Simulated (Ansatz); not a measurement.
A geometry relaxed with B3LYP-D3(BJ)/def2-SVP in Ansatz (a program for electronic structure), charge 0, multiplicity 1:

```xyz
3

H      0.9369    -0.4089     0.0000
S      0.0628     0.6224     0.0000
H     -0.9997    -0.2135     0.0000
```

Q: Write the SMILES of this molecule.

A: `S`
